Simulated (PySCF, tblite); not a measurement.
# C₃H₄O₃: a rotation path, then NMR shifts and spin-spin couplings on frames

Aim: move C₃H₄O₃ (`O=C(O)[C@@H]1CO1`) away from its starting geometry and see how NMR shifts and spin-spin couplings follow the geometry.

The runs use tblite 0.8.0 and PySCF 2.14.0, with density-fitted response routines of our own; the level of theory stands in each step. All values are computed, except where a source is named. Atoms are numbered from 0 throughout.

## 1. Starting geometry

10 atoms, charge 0, multiplicity 1; geometry from: GFN2-xTB.

Bonds of the start (Å): O0–C1 1.20, C1–O2 1.33, C1–C3 1.50, C3–C4 1.47, C4–O5 1.39, O5–C3 1.40, O2–H6 0.97, C3–H7 1.09, C4–H8 1.08, C4–H9 1.08.

## 2. A band between two rotamers with GFN2-xTB

The job: settings as JSON, then the geometry in Å.

```
{"job": {"kind": "neb", "xc": "GFN2-xTB", "basis": "xTB", "atoms": [2, 1, 3, 4], "turn": 120}, "charge": 0, "multiplicity": 1}
O      1.511208    -1.673804     0.133126
C      0.984664    -0.597672     0.041538
O      1.562342     0.457598    -0.528778
C     -0.401370    -0.314950     0.538922
C     -1.296711     0.584071    -0.210220
O     -0.702019     0.973962     0.981713
H      2.465454     0.240586    -0.810117
H     -0.826672    -1.133175     1.113990
H     -0.922992     1.067198    -1.105432
H     -2.365021     0.400840    -0.177270
```

Level: GFN2-xTB climbing-image nudged elastic band, gas phase.

Command:

```sh
$ OMP_NUM_THREADS=1 python probes_run.py task.json out
```

The driver reads the jobs from task.json and runs them one after another.

The program printed:

```text
image   E - E0 / eV
  0       0.0000
  1       0.0194
  2       0.0623
  3       0.1030
  4       0.1178
  5       0.0967
  6       0.0523
  7       0.0131
  8      -0.0018
```

It took 3.7 s on 1 thread of Intel Xeon at 2.50GHz, shared host; peak memory 0.18 GiB.

The final band, with the dihedral O2–C1–C3–C4:

```csv
image,dihedral (°),energy (eV),energy (kcal/mol)
0,36,0.000,0.0
1,59,0.019,0.4
2,81,0.062,1.4
3,103,0.103,2.4
4,124,0.118,2.7
5,146,0.097,2.2
6,167,0.052,1.2
7,188,0.013,0.3
8,209,-0.002,0.0
```

## 3. Nuclear shieldings: image 0, PBE0/pcSseg-1

The job: settings as JSON, then the geometry in Å.

```
{"job": {"kind": "nmr", "xc": "PBE0", "basis": "pcSseg-1", "pop": false}, "charge": 0, "multiplicity": 1}
O      1.511200    -1.673800     0.133100
C      0.984700    -0.597700     0.041500
O      1.562300     0.457600    -0.528800
C     -0.401400    -0.315000     0.538900
C     -1.296700     0.584100    -0.210200
O     -0.702000     0.974000     0.981700
H      2.465500     0.240600    -0.810100
H     -0.826700    -1.133200     1.114000
H     -0.923000     1.067200    -1.105400
H     -2.365000     0.400800    -0.177300
```

Method: GIAO PBE0/pcSseg-1 NMR shielding, non-relativistic, gas phase.

The program printed:

```text
coarse grid: 9000 points
cycle   1  E = -341.7094274931  dE =  1.285e+00  |g| = 1.011e+00  |ddm| = 2.885e+00
cycle   2  E = -341.3138765091  dE =  3.956e-01  |g| = 1.791e+00  |ddm| = 1.982e+00
cycle   3  E = -341.8826071083  dE = -5.687e-01  |g| = 2.601e-01  |ddm| = 1.424e+00
cycle   4  E = -341.8934653514  dE = -1.086e-02  |g| = 9.984e-02  |ddm| = 2.251e-01
cycle   5  E = -341.8950797315  dE = -1.614e-03  |g| = 2.333e-02  |ddm| = 6.844e-02
cycle   6  E = -341.8951773739  dE = -9.764e-05  |g| = 8.215e-03  |ddm| = 2.156e-02
cycle   7  E = -341.8951884082  dE = -1.103e-05  |g| = 2.058e-03  |ddm| = 5.895e-03
cycle   8  E = -341.8951891796  dE = -7.714e-07  |g| = 4.664e-04  |ddm| = 1.607e-03
final grid: 88736 points
cycle   9  E = -341.9609659021  dE = -1.393e-05  |g| = 1.314e-02  |ddm| = 1.956e-02
cycle  10  E = -341.9609105360  dE =  5.537e-05  |g| = 2.201e-02  |ddm| = 2.059e-02
cycle  11  E = -341.9609950402  dE = -8.450e-05  |g| = 2.165e-03  |ddm| = 1.385e-02
cycle  12  E = -341.9609958705  dE = -8.303e-07  |g| = 3.677e-04  |ddm| = 1.424e-03
cycle  13  E = -341.9609958906  dE = -2.006e-08  |g| = 1.677e-04  |ddm| = 3.770e-04
cycle  14  E = -341.9609958961  dE = -5.533e-09  |g| = 3.443e-05  |ddm| = 1.522e-04
cycle  15  E = -341.9609958963  dE = -1.780e-10  |g| = 1.172e-05  |ddm| = 2.662e-05
converged SCF energy = -341.9609958963

GIAO shielding tensors (ppm)
atom      isotropic    diamagn.    paramagn.     s11        s22        s33       span
  0 O     -117.241     400.608    -517.850   -395.257   -225.593    269.126    664.383
  1 C       11.139     247.160    -236.020    -94.321     49.393     78.345    172.666
  2 O      141.051     392.108    -251.057    -15.745    176.360    262.537    278.282
  3 C      140.230     248.427    -108.197     89.506    134.425    196.758    107.252
  4 C      140.761     250.386    -109.626     95.193    146.607    180.483     85.290
  5 O      301.301     394.291     -92.989    136.254    360.059    407.592    271.338
  6 H       25.646      29.785      -4.138     19.771     22.610     34.558     14.788
  7 H       28.608      29.482      -0.873     22.158     27.256     36.410     14.252
  8 H       28.805      29.597      -0.793     23.100     27.674     35.641     12.541
  9 H       28.913      28.619       0.294     23.631     25.667     37.441     13.811
```

Wall time 29 s (1 thread of Intel Xeon at 2.50GHz, shared host); peak memory 0.56 GiB.

The references, computed at this level on geometries of the same kind, shield at (ppm): 1H TMS 31.72, 13C TMS 186.9, 17O H2O 336.1. Their shielding less the atom's gives the shift. The references are single molecules in the gas phase, so shifts against H2O, NH3, PH3, H3PO4 or CFCl3 are not on the usual liquid scales and can be off by tens of ppm. Each atom is listed at this fixed geometry, with no averaging over motion; a spectrum would average atoms that exchange fast.

```csv
atoms,environment,σ (ppm),δ (ppm)
C1,carboxylic acid carbon,11.1,175.8
C3,epoxide ring carbon,140.2,46.7
C4,epoxide ring carbon,140.8,46.2
H6,hydrogen on an acid hydroxyl oxygen,25.65,6.07
H7,hydrogen on an epoxide ring carbon,28.61,3.11
H8,hydrogen on an epoxide ring carbon,28.80,2.91
H9,hydrogen on an epoxide ring carbon,28.91,2.80
O0,carbonyl oxygen,-117.2,453.3
O2,acid hydroxyl oxygen,141.1,195.0
O5,ether oxygen,301.3,34.8
```

Ring of atoms C3, C4, O5: NICS(0) -47.4, NICS(1) -6.2, NICS(1)zz -24.6 ppm (means of both faces). The ring holds saturated atoms, so no π current runs round it: these values come from its σ bonds, any local π bonds and neighbouring rings, and say nothing of aromaticity.

In rings of three or four atoms NICS is ruled by the nearby σ bonds, so it says little on aromaticity.

The fields below are evaluated on a grid from the run's orbitals.

Frontier orbitals at PBE0/pcSseg-1, with the share of their density that lies nearest to each atom:

```csv
orbital,energy (eV),lies on
HOMO,-8.12,O0 41 %; O5 33 %; O2 7 %
LUMO,-0.34,C1 39 %; O0 25 %; O2 8 %
```

ELF in a plane through or near 6 of the atoms.

Ten even steps from '0' (0.00) to '9' (1.00):
```
0000000000000000000000000000
0000000000000000000000000000
0000000000000000000000000000
0000000000000023310000000000
0000000234310099992000000000
0000013577620399995000000000
0000035788620399993000000000
0000157876743489860000000000
0000156778328832541357500000
0000001124459944865899930000
0000012336862235372999950000
0000189986672004533788720000
0000289997885027997432100000
0000068756884028998200000000
0000001112551007997100000000
0000000000110002652000000000
0000000000000000000000000000
0000000000000000000000000000
0000000000000000000000000000
0000000000000000000000000000
```
The map spans 10.0 Å across and 8.5 Å up, centred on the molecule. Atoms in the plane (x, y in Å): C1 (-1.1, 0.4), O2 (-1.5, -0.9), C3 (0.4, 0.6), C4 (1.4, -0.4), H6 (-2.4, -1.0), H7 (0.6, 1.7).

log10 of the density (e/Å³) in the same plane.

Values, 10 rows by 14 columns:
```
-4.0 -4.0 -4.0 -4.0 -4.0 -4.0 -4.0 -4.0 -4.0 -4.0 -4.0 -4.0 -4.0 -4.0
-4.0 -4.0 -4.0 -4.0 -3.3 -3.3 -3.4 -3.1 -3.1 -3.5 -4.0 -4.0 -4.0 -4.0
-4.0 -4.0 -3.3 -2.0 -1.4 -1.5 -1.9 -1.3 -1.3 -2.1 -3.3 -4.0 -4.0 -4.0
-4.0 -4.0 -2.2 -0.9  0.1 -0.2 -1.0 -0.1 -0.1 -1.3 -2.4 -3.1 -4.0 -4.0
-4.0 -3.9 -2.1 -0.9  0.2  0.4  0.1  0.8  0.0 -0.8 -1.1 -1.8 -3.0 -4.0
-4.0 -3.9 -2.4 -1.1 -0.3  0.4 -0.3 -0.4  0.2  0.4 -0.1 -1.2 -2.5 -3.9
-4.0 -3.9 -2.1 -0.7  0.2  0.6 -0.7 -1.0  0.0 -0.2 -1.0 -1.9 -3.0 -4.0
-4.0 -4.0 -3.1 -1.9 -1.3 -1.1 -1.6 -1.7 -1.0 -1.3 -2.2 -3.0 -4.0 -4.0
-4.0 -4.0 -4.0 -3.8 -3.2 -2.9 -3.3 -3.1 -2.7 -2.8 -3.4 -4.0 -4.0 -4.0
-4.0 -4.0 -4.0 -4.0 -4.0 -4.0 -4.0 -4.0 -4.0 -4.0 -4.0 -4.0 -4.0 -4.0
```
The map spans 10.0 Å across and 8.5 Å up, centred on the molecule. Atoms in the plane (x, y in Å): C1 (-1.1, 0.4), O2 (-1.5, -0.9), C3 (0.4, 0.6), C4 (1.4, -0.4), H6 (-2.4, -1.0), H7 (0.6, 1.7).

On the surface of density 0.002 e/bohr³ the electrostatic potential runs, from the 1st to the 99th percentile, from -1.50 V near O0 to 2.54 V near H6.

## 4. J couplings: image 0, B3LYP/pcJ-1

Settings changed since step 3:

```diff
@@ -1,2 +1,2 @@
-{"job": {"kind": "nmr", "xc": "PBE0", "basis": "pcSseg-1", "pop": false}, "charge": 0, "multiplicity": 1}
+{"job": {"kind": "j", "xc": "B3LYP", "basis": "pcJ-1"}, "charge": 0, "multiplicity": 1}
 O      1.511200    -1.673800     0.133100
```

Level: B3LYP/pcJ-1 indirect spin-spin coupling, non-relativistic, gas phase.

The program printed:

```text
coarse grid: 9000 points
cycle   1  E = -342.0828550756  dE =  1.243e+00  |g| = 1.110e+00  |ddm| = 2.747e+00
cycle   2  E = -341.5336277054  dE =  5.492e-01  |g| = 2.071e+00  |ddm| = 2.139e+00
cycle   3  E = -342.2779167112  dE = -7.443e-01  |g| = 3.218e-01  |ddm| = 1.570e+00
cycle   4  E = -342.2939457003  dE = -1.603e-02  |g| = 1.325e-01  |ddm| = 2.673e-01
cycle   5  E = -342.2966500459  dE = -2.704e-03  |g| = 3.367e-02  |ddm| = 8.510e-02
cycle   6  E = -342.2968506576  dE = -2.006e-04  |g| = 1.106e-02  |ddm| = 2.806e-02
cycle   7  E = -342.2968695732  dE = -1.892e-05  |g| = 3.022e-03  |ddm| = 7.506e-03
cycle   8  E = -342.2968712074  dE = -1.634e-06  |g| = 5.702e-04  |ddm| = 2.211e-03
final grid: 88736 points
cycle   9  E = -342.3725928655  dE = -1.707e-04  |g| = 6.448e-03  |ddm| = 1.399e-02
cycle  10  E = -342.3725810639  dE =  1.180e-05  |g| = 9.942e-03  |ddm| = 9.206e-03
cycle  11  E = -342.3725983716  dE = -1.731e-05  |g| = 2.045e-03  |ddm| = 6.810e-03
cycle  12  E = -342.3725989345  dE = -5.629e-07  |g| = 9.801e-04  |ddm| = 1.682e-03
cycle  13  E = -342.3725990970  dE = -1.625e-07  |g| = 2.638e-04  |ddm| = 6.182e-04
cycle  14  E = -342.3725991097  dE = -1.266e-08  |g| = 3.024e-05  |ddm| = 1.948e-04
cycle  15  E = -342.3725991098  dE = -1.297e-10  |g| = 1.471e-05  |ddm| = 3.113e-05
converged SCF energy = -342.3725991098

Indirect spin-spin couplings (Hz)
  i      j    bonds     total        FC       PSO       DSO        SD
  0 O    1 C    1     29.649    15.743    14.014    -0.108         -
  0 O    3 C    2     -5.760    -6.304     0.528     0.015         -
  0 O    4 C    3     -0.331    -0.404     0.020     0.052         -
  0 O    6 H    3      1.623    -0.875     2.447     0.051         -
  0 O    7 H    3      0.067    -0.220     0.275     0.012         -
  0 O    8 H    4      0.247     0.101    -0.036     0.183         -
  1 C    2 O    1     31.249    24.538     6.866    -0.155         -
  1 C    3 C    1     82.382    83.837    -1.846     0.390         -
  1 C    4 C    2     -1.211    -1.123    -0.120     0.032         -
  1 C    5 O    2     -2.370    -2.939     0.583    -0.014         -
  1 C    6 H    2     -5.027    -3.531    -0.991    -0.505         -
  1 C    7 H    2     10.497    10.792    -0.396     0.101         -
  1 C    8 H    3      1.512     1.555    -0.225     0.182         -
  1 C    9 H    3      0.566     0.546     0.345    -0.324         -
  2 O    3 C    2    -20.616   -20.886     0.284    -0.014         -
  2 O    4 C    3     -0.897    -0.801    -0.085    -0.011         -
  2 O    6 H    1    -81.682   -71.253   -10.046    -0.383         -
  2 O    7 H    3     -5.722    -5.782    -0.235     0.295         -
  2 O    9 H    4     -0.165    -0.153    -0.215     0.202         -
  3 C    4 C    1     24.702    25.003    -0.543     0.242         -
  3 C    5 O    1     29.884    29.654     0.348    -0.118         -
  3 C    6 H    3      7.797     7.876     0.628    -0.707         -
  3 C    7 H    1    194.593   193.753    -0.413     1.252         -
  3 C    8 H    2     -2.048    -2.177     0.382    -0.253         -
  3 C    9 H    2     -1.294    -1.395     0.376    -0.275         -
  4 C    5 O    1     29.680    28.381     1.392    -0.094         -
  4 C    7 H    2     -1.541    -1.623     0.414    -0.331         -
  4 C    8 H    1    186.624   185.847    -0.232     1.010         -
  4 C    9 H    1    183.556   182.728    -0.121     0.949         -
  5 O    7 H    2     -7.042    -6.272    -0.975     0.206         -
  5 O    8 H    2     -6.367    -5.789    -0.795     0.218         -
  5 O    9 H    2     -6.102    -5.501    -0.844     0.243         -
  6 H    7 H    4      2.633     2.820     2.421    -2.608         -
  6 H    9 H    5     -0.257    -0.136     2.022    -2.142         -
  7 H    8 H    3      1.288     1.344     2.861    -2.917         -
  7 H    9 H    3      3.630     3.740     0.204    -0.314         -
  8 H    9 H    2      7.698     7.625     3.044    -2.971         -
```

Wall time 43 s (1 thread of Intel Xeon at 2.50GHz, shared host); peak memory 0.84 GiB.

A choice of the couplings up to four bonds, sorted by the number of bonds; isotopes 13C, 1H, 17O:

```csv
pair,bonds,J (Hz),Fermi contact (Hz),dihedral (°)
C3–H7,1,194.6,193.8,–
C4–H8,1,186.6,185.8,–
C4–H9,1,183.6,182.7,–
C1–C3,1,82.4,83.8,–
O2–H6,1,-81.7,-71.3,–
C1–O2,1,31.2,24.5,–
C3–O5,1,29.9,29.7,–
C4–O5,1,29.7,28.4,–
O0–C1,1,29.6,15.7,–
O2–C3,2,-20.6,-20.9,–
C1–H7,2,10.5,10.8,–
H8–H9,2,7.7,7.6,–
O5–H7,2,-7.0,-6.3,–
O5–H8,2,-6.4,-5.8,–
O5–H9,2,-6.1,-5.5,–
O0–C3,2,-5.8,-6.3,–
C1–H6,2,-5.0,-3.5,–
C1–O5,2,-2.4,-2.9,–
C3–H6,3,7.8,7.9,178
O2–H7,3,-5.7,-5.8,-173
H7–H9,3,3.6,3.7,-1
O0–H6,3,1.6,-0.9,-3
C1–H8,3,1.5,1.6,-2
H7–H8,3,1.3,1.3,-152
H6–H7,4,2.6,2.8,–
```

The spin-dipole term was not solved, so all couplings lack that part.

The response was solved for the nuclei of C, H alone, so couplings that need other nuclei can be missing.

Quadrupole couplings from the field gradients of the same density:

```csv
atom,isotope,eQq/h (MHz),η
O5,17O,13.7,0.10
O2,17O,-9.935,0.43
O0,17O,9.688,0.20
```

## 5. NMR shieldings: image 2, PBE0/pcSseg-1

The job: settings as JSON, then the geometry in Å.

```
{"job": {"kind": "nmr", "xc": "PBE0", "basis": "pcSseg-1", "pop": false}, "charge": 0, "multiplicity": 1}
O      1.215700    -1.658800    -0.490800
C      0.963500    -0.561100    -0.070500
O      1.814400     0.457000    -0.104600
C     -0.356500    -0.206100     0.559500
C     -1.379000     0.490400    -0.235300
O     -0.669500     1.132300     0.776100
H      2.662600     0.190300    -0.495300
H     -0.674100    -0.911100     1.325000
H     -1.143100     0.780800    -1.253600
H     -2.425100     0.290900    -0.033100
```

With the program's defaults for keys left out, this is: GIAO PBE0/pcSseg-1 NMR shielding, non-relativistic, gas phase.

The program printed:

```text
coarse grid: 9000 points
cycle   1  E = -341.7030960810  dE =  1.287e+00  |g| = 1.019e+00  |ddm| = 2.879e+00
cycle   2  E = -341.3039595676  dE =  3.991e-01  |g| = 1.802e+00  |ddm| = 1.886e+00
cycle   3  E = -341.8792869041  dE = -5.753e-01  |g| = 2.628e-01  |ddm| = 1.327e+00
cycle   4  E = -341.8903774804  dE = -1.109e-02  |g| = 1.013e-01  |ddm| = 2.185e-01
cycle   5  E = -341.8920404210  dE = -1.663e-03  |g| = 2.424e-02  |ddm| = 6.673e-02
cycle   6  E = -341.8921453156  dE = -1.049e-04  |g| = 8.231e-03  |ddm| = 2.216e-02
cycle   7  E = -341.8921563205  dE = -1.100e-05  |g| = 2.063e-03  |ddm| = 5.833e-03
cycle   8  E = -341.8921570989  dE = -7.783e-07  |g| = 4.454e-04  |ddm| = 1.579e-03
final grid: 88736 points
cycle   9  E = -341.9581178353  dE = -1.217e-05  |g| = 1.342e-02  |ddm| = 1.809e-02
cycle  10  E = -341.9580601853  dE =  5.765e-05  |g| = 2.249e-02  |ddm| = 2.013e-02
cycle  11  E = -341.9581481585  dE = -8.797e-05  |g| = 2.076e-03  |ddm| = 1.355e-02
cycle  12  E = -341.9581489173  dE = -7.587e-07  |g| = 3.716e-04  |ddm| = 1.317e-03
cycle  13  E = -341.9581489382  dE = -2.093e-08  |g| = 1.662e-04  |ddm| = 3.892e-04
cycle  14  E = -341.9581489436  dE = -5.406e-09  |g| = 3.029e-05  |ddm| = 1.450e-04
cycle  15  E = -341.9581489437  dE = -1.359e-10  |g| = 1.163e-05  |ddm| = 2.222e-05
converged SCF energy = -341.9581489437

GIAO shielding tensors (ppm)
atom      isotropic    diamagn.    paramagn.     s11        s22        s33       span
  0 O      -97.299     401.124    -498.424   -344.450   -227.714    280.266    624.715
  1 C       11.924     248.238    -236.315    -91.205     49.566     77.410    168.615
  2 O      128.337     391.124    -262.787    -25.066    165.141    244.935    270.000
  3 C      139.790     248.719    -108.929     85.593    144.141    189.635    104.042
  4 C      141.779     249.960    -108.181     92.129    153.282    179.926     87.797
  5 O      314.602     394.357     -79.756    161.986    366.226    415.592    253.605
  6 H       25.446      29.760      -4.314     19.633     22.668     34.039     14.406
  7 H       28.500      28.811      -0.311     22.508     26.784     36.208     13.700
  8 H       29.087      29.541      -0.454     23.952     27.524     35.786     11.834
  9 H       28.855      28.721       0.134     23.750     25.610     37.203     13.453
```

Wall time 19 s (1 thread of Intel Xeon at 2.50GHz, shared host); peak memory 0.6 GiB.

Key values: δ C1 175.0, C3 47.1, C4 45.1, O0 433.4, H6 6.27, H7 3.22 ppm.

## 6. Spin-spin couplings: image 2, B3LYP/pcJ-1

Settings changed since step 5:

```diff
@@ -1,2 +1,2 @@
-{"job": {"kind": "nmr", "xc": "PBE0", "basis": "pcSseg-1", "pop": false}, "charge": 0, "multiplicity": 1}
+{"job": {"kind": "j", "xc": "B3LYP", "basis": "pcJ-1"}, "charge": 0, "multiplicity": 1}
 O      1.215700    -1.658800    -0.490800
```

Method: B3LYP/pcJ-1 indirect spin-spin coupling, non-relativistic, gas phase.

The program printed:

```text
coarse grid: 9000 points
cycle   1  E = -342.0762208259  dE =  1.246e+00  |g| = 1.118e+00  |ddm| = 2.744e+00
cycle   2  E = -341.5214438472  dE =  5.548e-01  |g| = 2.083e+00  |ddm| = 2.060e+00
cycle   3  E = -342.2744608063  dE = -7.530e-01  |g| = 3.250e-01  |ddm| = 1.485e+00
cycle   4  E = -342.2908274670  dE = -1.637e-02  |g| = 1.341e-01  |ddm| = 2.606e-01
cycle   5  E = -342.2935898055  dE = -2.762e-03  |g| = 3.521e-02  |ddm| = 8.389e-02
cycle   6  E = -342.2938076958  dE = -2.179e-04  |g| = 1.113e-02  |ddm| = 2.892e-02
cycle   7  E = -342.2938267222  dE = -1.903e-05  |g| = 3.027e-03  |ddm| = 7.635e-03
cycle   8  E = -342.2938283684  dE = -1.646e-06  |g| = 5.512e-04  |ddm| = 2.220e-03
final grid: 88736 points
cycle   9  E = -342.3696998206  dE = -1.694e-04  |g| = 6.574e-03  |ddm| = 1.402e-02
cycle  10  E = -342.3696869445  dE =  1.288e-05  |g| = 1.035e-02  |ddm| = 8.971e-03
cycle  11  E = -342.3697055560  dE = -1.861e-05  |g| = 1.966e-03  |ddm| = 6.649e-03
cycle  12  E = -342.3697060491  dE = -4.931e-07  |g| = 1.012e-03  |ddm| = 1.562e-03
cycle  13  E = -342.3697062231  dE = -1.740e-07  |g| = 2.624e-04  |ddm| = 6.411e-04
cycle  14  E = -342.3697062359  dE = -1.278e-08  |g| = 2.472e-05  |ddm| = 2.021e-04
cycle  15  E = -342.3697062360  dE = -7.662e-11  |g| = 1.460e-05  |ddm| = 2.544e-05
converged SCF energy = -342.3697062360

Indirect spin-spin couplings (Hz)
  i      j    bonds     total        FC       PSO       DSO        SD
  0 O    1 C    1     30.113    16.331    13.891    -0.109         -
  0 O    3 C    2     -4.693    -5.553     0.847     0.013         -
  0 O    4 C    3     -0.205    -0.279     0.043     0.030         -
  0 O    6 H    3      1.648    -0.900     2.491     0.058         -
  0 O    7 H    3     -0.204    -0.364     0.091     0.068         -
  1 C    2 O    1     31.872    24.913     7.113    -0.153         -
  1 C    3 C    1     81.902    83.187    -1.675     0.390         -
  1 C    4 C    2     -1.091    -0.989    -0.142     0.041         -
  1 C    5 O    2     -2.578    -2.718     0.151    -0.011         -
  1 C    6 H    2     -5.064    -3.530    -1.004    -0.530         -
  1 C    7 H    2      9.996    10.103    -0.228     0.121         -
  1 C    8 H    3      1.799     1.700    -0.170     0.268         -
  1 C    9 H    3      0.725     0.712     0.330    -0.317         -
  2 O    3 C    2    -21.047   -21.302     0.271    -0.016         -
  2 O    4 C    3     -0.092    -0.003    -0.109     0.020         -
  2 O    6 H    1    -78.859   -68.463   -10.020    -0.376         -
  2 O    7 H    3     -2.615    -2.649    -0.195     0.229         -
  2 O    9 H    4     -0.794    -0.787    -0.234     0.227         -
  3 C    4 C    1     26.043    26.342    -0.539     0.240         -
  3 C    5 O    1     29.902    29.269     0.750    -0.117         -
  3 C    6 H    3      7.990     8.085     0.605    -0.701         -
  3 C    7 H    1    191.473   190.569    -0.349     1.253         -
  3 C    8 H    2     -1.881    -1.973     0.352    -0.260         -
  3 C    9 H    2     -2.097    -2.189     0.374    -0.282         -
  4 C    5 O    1     28.960    28.373     0.679    -0.093         -
  4 C    7 H    2     -2.771    -2.845     0.403    -0.329         -
  4 C    8 H    1    184.195   183.380    -0.168     0.983         -
  4 C    9 H    1    184.943   184.136    -0.133     0.940         -
  5 O    6 H    4     -0.357    -0.331    -0.337     0.311         -
  5 O    7 H    2     -6.675    -5.979    -0.906     0.211         -
  5 O    8 H    2     -6.555    -5.831    -0.951     0.227         -
  5 O    9 H    2     -6.157    -5.437    -0.961     0.241         -
  6 H    7 H    4      1.102     1.276     2.317    -2.491         -
  6 H    9 H    5      0.330     0.455     1.905    -2.030         -
  7 H    8 H    3      1.490     1.554     2.852    -2.915         -
  7 H    9 H    3      4.429     4.535     0.200    -0.306         -
  8 H    9 H    2      6.842     6.777     3.048    -2.982         -
```

It took 34 s on 1 thread of Intel Xeon at 2.50GHz, shared host; peak memory 0.84 GiB.

Key values: J(C3,H7) 191.5 Hz, J(C4,H9) 184.9 Hz, J(C4,H8) 184.2 Hz.

[end of part 1 of 3]
